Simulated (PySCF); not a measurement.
Species: C4H6NO (doublet state).
Atom-mapped SMILES: `[CH3:1][C:2]1[CH:3]=[N:4][O:5][CH2:6]1` (hydrogens: H7, H8, H9 on C1; H10 on C3; H11, H12 on C6)

Computed, not measured: UKS B3LYP, pcH-1 on C H N O, non-relativistic, mean-field spin-orbit, GIAO in PySCF 2.14.0. Isolated species at its GFN2-xTB geometry, gas phase. The geometry wasn't refined by DFT: couplings that depend on bond lengths, twists or pyramidal angles can differ widely from those at the functional's own minimum. Stability of the SCF solution: not tested. ⟨S²⟩ is 0.774 where a pure state has 0.75.

Task: Break the g tensor into its mass correction, gauge correction and orbital-Zeeman/spin–orbit terms.

Result: 
```
                    Δg (ppm)     1     2     3
relativistic mass correction  -218  -218  -218
            gauge correction   -20    44    33
   orbital Zeeman/spin–orbit   -27  2450  3242
                       total  -265  2275  3057
```

So g = 2.00205, 2.00459, 2.00538 and g_iso = 2.00401; the tensor is rhombic: the two nearest values differ by 24 % of g3 − g1. Axes: g3 points within 6° of the C3–H10 bond.

Task: What effective moment and Curie constant follow for a powder?

Result: With the mean of g² = 4.0161 and S(S+1) = 0.75: μ_eff = √(⟨g²⟩S(S+1)) = 1.736 μB and χT = 0.12505·⟨g²⟩·S(S+1) = 0.377 cm³ K/mol (cgs; spin-Hamiltonian part alone).

Task: At 34.16 GHz, how far is the centre of the isotropic spectrum from where a free electron (g = 2.002319) resonates?

Result: B = hν/(g μB) with μB/h = 13.99624 MHz/mT gives 1218.91 mT for the free electron and 1217.89 mT at g_iso, 1.03 mT lower.

Task: In a frozen sample, at which fields do the three g values resonate at 9.5, 34, 94 and 263 GHz (hyperfine left aside), and which band first spreads them over more than twice a line width of 0.3 mT?

Result: 
```
band    GHz  B(g3) mT  B(g2) mT  B(g1) mT  spread mT
   X    9.5    338.47    338.60    339.03       0.56
   Q   34.0   1211.36   1211.83   1213.37       2.01
   W   94.0   3349.04   3350.35   3354.60       5.56
   J  263.0   9370.19   9373.84   9385.74      15.55
```

The spread grows in proportion to the frequency. Q band is the first where it exceeds 0.6 mT.

The largest Mulliken spin populations are on C2 (+0.55), N4 (+0.49), C3 (-0.22) and O5 (+0.12). The positive populations add up to 1.33 and the negative ones to -0.33, together 2S = 1. The angles at C2 add up to 360.0°, so it is planar.

The HOMO–LUMO gaps are 5.80 eV among the α and 5.45 eV among the β orbitals.
